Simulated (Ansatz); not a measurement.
bcc Fe, treated with PBE in Ansatz (plane waves, PAW).

Settings: plane-wave cutoff 520 eV, 26×26×26 k mesh, Fermi–Dirac smearing 0.05 eV, spin-polarised with parallel moments, scalar-relativistic PAW data made under PBE.

Properties against volume:

```tsv
V (Å³/atom)	P (GPa)	moment (μB per cell of 1 atoms)
10.662	14.23	2.07
10.889	9.02	2.11
11.116	4.26	2.13
11.343	0.00	2.16
11.570	-3.72	2.19
11.797	-6.93	2.22
12.023	-9.65	2.26
```

Ansatz is a first-principles code.
